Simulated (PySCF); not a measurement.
# Changing the system itself: SF⁺ (triplet)

One physical setting of the base script is moved in each run, with the edits that it forces.

Computed with PySCF 2.14.0. Level: method and basis as typed in the scripts.

1 further run of the same task is left out (it didn't finish).

## (1) Starting geometry

SF⁺ (triplet): 2 atoms, charge 1, spin multiplicity 3.

No contacts short enough for the rule that draws bonds.

## (2) Base script

File input.py:

```python
from pyscf import gto, scf, cc

mol = gto.M(
    atom='S 0 0 0; F 0 0 1.955',
    basis='jorge-dzp-dkh',
    charge=1,
    spin=2,
    verbose=4,
)
mf = scf.ROHF(mol)
mf = mf.sfx2c1e()
mf.kernel()
mycc = cc.CCSD(mf, frozen=6)
mycc.kernel()
e = mycc.eeccsd(nroots=4)[0]
print('roots (eV) =', (e*27.211386).round(3))
mf.dip_moment()
print('orbital energies (hartree):', mf.mo_energy[..., max(0, mol.nelec[1]-3):mol.nelec[0]+3].round(4))
```

The run is started by

```console
$ OMP_NUM_THREADS=1 python input.py
```

The log of this run is left out.

It gives: E(SCF) = -497.667372 Eh, 11 cycles, E(CCSD) − E(SCF) = -0.32290 Eh, excitation roots 0.000, 1.414, 1.414, 2.324 eV.

The bond length is a typed value, not an optimised one. The dipole of an ion depends on the origin. The triplet is typed in the script; nothing here shows that it is the ground state.

## (3) Quintet

Edit 1 changes spin (2S): 2 → 4.

File input.py:

```python
from pyscf import gto, scf, cc

mol = gto.M(
    atom='S 0 0 0; F 0 0 1.955',
    basis='jorge-dzp-dkh',
    charge=1,
    spin=4,
    verbose=4,
)
mf = scf.ROHF(mol)
mf = mf.sfx2c1e()
mf.kernel()
mycc = cc.CCSD(mf, frozen=6)
mycc.kernel()
e = mycc.eeccsd(nroots=4)[0]
print('roots (eV) =', (e*27.211386).round(3))
mf.dip_moment()
print('orbital energies (hartree):', mf.mo_energy[..., max(0, mol.nelec[1]-3):mol.nelec[0]+3].round(4))
```

The run is started by

```console
$ OMP_NUM_THREADS=1 python input.py
```

## (4) PCM, ε = 20.5

Edit 2 changes solvent: none (gas phase) → PCM, ε = 20.5; step after the SCF: eomee → analyze.

File input.py:

```python
from pyscf import gto, scf, solvent

mol = gto.M(
    atom='S 0 0 0; F 0 0 1.955',
    basis='jorge-dzp-dkh',
    charge=1,
    spin=2,
    verbose=4,
)
mf = scf.ROHF(mol)
mf = mf.sfx2c1e()
mf = solvent.PCM(mf)
mf.with_solvent.eps = 20.5
mf.kernel()
mf.analyze()
print('orbital energies (hartree):', mf.mo_energy[..., max(0, mol.nelec[1]-3):mol.nelec[0]+3].round(4))
```

## (5) Bond 1.896 Å

Edit 3 changes bond length: 1.955 Å → 1.896 Å.

input.py: that of step 2 with these lines changed.

```diff
@@ -3,3 +3,3 @@
 mol = gto.M(
-    atom='S 0 0 0; F 0 0 1.955',
+    atom='S 0 0 0; F 0 0 1.896',
     basis='jorge-dzp-dkh',
```

## (6) Charge +0 (quartet)

Edit 4 changes charge: 1 → 0; spin (2S): 2 → 3.

input.py: that of step 2 with these lines changed.

```diff
@@ -5,4 +5,4 @@
     basis='jorge-dzp-dkh',
-    charge=1,
-    spin=2,
+    charge=0,
+    spin=3,
     verbose=4,
```

## (7) Charge +3

Edit 5 changes charge: 1 → 3.

input.py: that of step 2 with these lines changed.

```diff
@@ -5,3 +5,3 @@
     basis='jorge-dzp-dkh',
-    charge=1,
+    charge=3,
     spin=2,
```

Before running it: what results should come out? Wanted: for each run, E(SCF); from base; SCF dipole; after the SCF.

As calculated:

```tsv
run	E(SCF) (hartree)	from base (eV)	cycles	SCF dipole (D)	after the SCF
base	-497.667372	0	11	n/a	CCSD correlation -8.786 eV, core frozen, first root 1.41 eV
quintet	-497.638596	+0.7830	11	n/a	CCSD correlation -6.615 eV, core frozen, first root -3.19 eV
PCM, ε = 20.5	-497.791677	-3.3825	10	n/a	n/a
bond 1.896 Å	-497.681541	-0.3856	11	n/a	CCSD correlation -8.676 eV, core frozen, first root 1.37 eV
charge +0 (quartet)	-498.035325	-10.0125	12	3.70	CCSD correlation -8.341 eV, core frozen, first root -0.97 eV
charge +3	-495.681098	+54.0493	13	n/a	CCSD correlation -6.942 eV, core frozen, first root -3.11 eV
```

**Reading.** The largest comparable shift of the SCF energy, -3.383 eV, comes with the run “PCM, ε = 20.5”. The quintet solution found lies 0.78 eV above the base triplet at this geometry and level. A continuum solvent with ε = 20.5 lowers the energy by 3.383 eV, a large gain because the system is charged. At the SCF level, adding an electron (to the quartet) releases 10.01 eV at fixed geometry.
